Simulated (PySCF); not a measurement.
C4H7ClO.
Numbering: `[CH3:1][O:2]/[C:3]([CH3:4])=[CH:5]/[Cl:6]` (hydrogens: H7, H8, H9 on C1; H10, H11, H12 on C4; H13 on C5)

Level: B3LYP/def2-SVPD in PySCF, non-relativistic, on one gas-phase PBE0-D3(BJ)/def2-SVP geometry that isn't relaxed in the solvent. The solvent is an IEF-PCM continuum (van der Waals radii × 1.2), and excitations are vertical TDDFT with non-equilibrium linear response and a frozen core. Only the electrostatic response of the medium enters.

Gas-phase singlets (H = HOMO, L = LUMO):

```tsv
state	E (eV)	λ (nm)	f	leading configurations
S1	5.642	220	0.005	H→L+1 69%, H→L+2 24%
S2	5.804	214	0.000	H→L+2 69%, H→L+1 28%
S3	6.270	198	0.006	H→L+3 92%
S4	6.350	195	0.300	H→L 94%
S5	6.772	183	0.001	H→L+4 96%
```

Task: What are the lowest 5 singlets in methanol (ε = 32.61)?

Result: 
```tsv
state	E (eV)	λ (nm)	f	leading configurations	change by rank (eV)
S1	5.613	221	0.003	H→L+1 95%	-0.029
S2	5.907	210	0.001	H→L+2 98%	+0.103
S3	6.321	196	0.384	H→L 95%	+0.051
S4	6.504	191	0.009	H→L+3 96%	+0.154
S5	6.893	180	0.003	H→L+4 95%	+0.121
```

Task: Give the list for water (ε = 78.36), n² = 1.78.

Result: 
| state | E (eV) | λ (nm) | f | leading configurations | change by rank (eV) |
| --- | --- | --- | --- | --- | --- |
| S1 | 5.611 | 221 | 0.003 | H→L+1 95% | -0.031 |
| S2 | 5.909 | 210 | 0.001 | H→L+2 98% | +0.105 |
| S3 | 6.322 | 196 | 0.385 | H→L 95% | +0.052 |
| S4 | 6.511 | 190 | 0.009 | H→L+3 96% | +0.161 |
| S5 | 6.896 | 180 | 0.003 | H→L+4 95% | +0.124 |

Task: The ground-state energy changes by -0.151 eV from gas to water. By how much does the total energy of gas-phase S3 change?

Result: E(S3) = E(S0) + excitation energy, so it changes by -0.151 + 0.241 = +0.090 eV: it isn't lowered at all, while the ground state is. This is the vertical state, with the slow part of the continuum still set for S0.

Task: How do the frontier levels move from gas to water?

Result: 
```
orbital  gas (eV)  solvent (eV)  change (eV)                   Löwdin shares, gas               Löwdin shares, solvent
 LUMO+2      0.59          0.56        -0.03            Cl6 54 %, C5 19 %, C4 7 %  Cl6 17 %, C1 15 %, C4 11 %, C5 11 %
 LUMO+1      0.32          0.45        +0.13  C1 26 %, Cl6 13 %, H8 10 %, H9 10 %            Cl6 63 %, C5 17 %, O2 5 %
   LUMO      0.26          0.31        +0.05    C3 31 %, C5 29 %, O2 9 %, Cl6 9 %    C3 32 %, C5 29 %, Cl6 9 %, O2 9 %
   HOMO     -6.27         -6.28        -0.01  C5 30 %, Cl6 24 %, C3 20 %, O2 17 %  C5 31 %, Cl6 22 %, C3 20 %, O2 18 %
 HOMO-1     -8.42         -8.54        -0.12                    Cl6 72 %, C5 10 %            Cl6 67 %, C5 10 %, O2 6 %
 HOMO-2     -9.19         -9.07        +0.12   O2 34 %, Cl6 23 %, C1 13 %, H8 6 %   O2 34 %, C1 17 %, Cl6 12 %, H8 8 %
 HOMO-3     -9.76         -9.64        +0.12    O2 45 %, C1 16 %, Cl6 9 %, C3 7 %   O2 40 %, C1 18 %, Cl6 12 %, H7 7 %
```

The HOMO–LUMO gap goes from 6.53 to 6.59 eV. Rows go by rank; for LUMO, LUMO+1 and LUMO+2 the atom shares or the degeneracy differ between the runs, so the row needn't follow one orbital.

Shape of the structure used: `[CH3:1][O:2]/[C:3]([CH3:4])=[CH:5]/[Cl:6]`: C1–O2–C3–C4 180°.
